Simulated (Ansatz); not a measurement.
**Bulk modulus B0 of some III–V compounds**

Method: PBE (PAW; Ansatz, a program for electronic structure). References are measured values corrected to a static lattice or taken at low temperature (these still hold zero-point motion).

Values in GPa.

```
solid                 reference   PBE  error (%)
----------------  -------------  ----  ---------
zinc-blende InSb           46.1  36.7        -20
zinc-blende InP              72     ?          ?
zinc-blende InAs           58.6  48.5      -17.2
cubic BN          410 (388–410)   372       -9.3
zinc-blende BP    176 (168–176)   162       -8.0
zinc-blende GaP            89.6  76.7      -14.4
zinc-blende GaAs           76.7  60.3        -21
zinc-blende AlAs             75  67.1      -10.5
```

Task: Estimate the withheld PBE value.

Result: The errors of the other rows run from -21 % to -8.0 %, with a median of -14.4 %; carried to the reference 72.0 it gives 61.6 GPa. The run gives 59.5 GPa (-17.4 %); the row was picked among those where that median comes within half of the row's own error. Over these 8 solids the mean error is -14.8 %, the mean absolute error 14.8 % (median 15.8 %), and the worst case zinc-blende GaAs at -21 %; the value is too low in 8 of 8 cases.

All these references are brought to a static lattice.

Spin–orbit coupling is left out, also for the solids with elements from indium on (zinc-blende InSb, zinc-blende InP, zinc-blende InAs); its size isn't shown.

Brackets give the range of our sources, which can hold other temperatures.

Differences are worked out from the printed values.

Each level is taken at its own relaxed cell. Caveats: the gap of the solid is closed in this run (zinc-blende InSb, zinc-blende InAs). Ansatz's density-functional and Hartree–Fock values are scalar-relativistic unless marked +SOC, with PAW data made under PBE.

Not in this set, of the III–V compounds with a reference value in our tables and a result at some level: 3 for a reference at room or unstated temperature (wurtzite AlN, zinc-blende BAs, zinc-blende GaSb); 1 for a high-temperature or high-pressure phase (wurtzite BN); 1 for sources at odds (wurtzite GaN). These can be a level's worst cases. At least 2 more with a reference value are held back for tests. Layered and molecular crystals are counted apart.

References as tabulated in Mejia-Rodriguez and Trickey (2018), arXiv:1807.09216; Goldzak et al. (2022), arXiv:2208.04865.
